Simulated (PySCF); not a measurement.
Potential energy curve for H2S, SMILES S. The S1–H3 bond (S1 also carries H; H3 carries nothing else) is varied alone, starting from the PBE0/def2-TZVP optimised geometry.

Computed with CCSD(T) on UHF/cc-pVTZ, 5 core orbitals frozen (PySCF).

Q: Relative to R = 1.34 Å, what are the energies at R = 0.99, 2.22, 2.99, 4.01 Å?

A: 119.0 mEh at 0.99 Å, 106.4 mEh at 2.22 Å, 145.7 mEh at 2.99 Å, 148.3 mEh at 4.01 Å.

The unrestricted determinant behind UCCSD(T) is spin-contaminated at 1.80 to 4.70 Å (<S²> up to 1.0, against 0.00 for a pure singlet).
